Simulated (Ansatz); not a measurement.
**Structure relaxation of Zn**

Level of theory: DFT PBEsol, scalar-relativistic, plane waves, PAW (Ansatz 0.2.0). Cutoff 420 eV, Γ-centred k mesh, Gaussian smearing, no spin polarisation in the final step.

The start puts Zn on the simple cubic structure type (Pm-3m, No. 221), at a guessed volume.

```xyz
1
Lattice="2.5137 0.0000 0.0000 0.0000 2.5137 0.0000 0.0000 0.0000 2.5137" Properties=species:S:1:pos:R:3 pbc="T T T"
Zn    0.0000    0.0000    0.0000
```

Cell and atoms relax at zero pressure; the relaxation can't lower the symmetry of the start. After a coarse first stage the cell is made exact in the group found at 0.06 Å.

Energies count from the standard state of Zn at the same level.

Question: Describe the relaxed structure.

Answer: It keeps Pm-3m (No. 221). The result has the simple cubic structure. Conventional cell: a = 2.565 Å. Zn is coordinated by 6 Zn at 2.56 Å.

```
Zn
1.0
     2.56471    0.00000    0.00000
     0.00000    2.56471    0.00000
     0.00000    0.00000    2.56471
Zn
1
Cartesian
  0.0000 0.0000 0.0000
```

Question: What are its volume, energy, density and gap?

Answer: The volume per atom is 16.87 Å³. The density is 6.44 g/cm³ and the energy over the standard structure is 0.29 eV/atom. The gap on the 22×22×22 mesh is 0 eV (a metal).

The final run used a 22×22×22 mesh on its 1-atom cell and 0.10 eV smearing. The k mesh leaves about 4 meV/atom of noise in metals. Symmetry constrained the relaxation, so the result can be a saddle point. The steps took of the order of 23 core-seconds in all.

This simple cubic form isn't the element's structure at ambient conditions.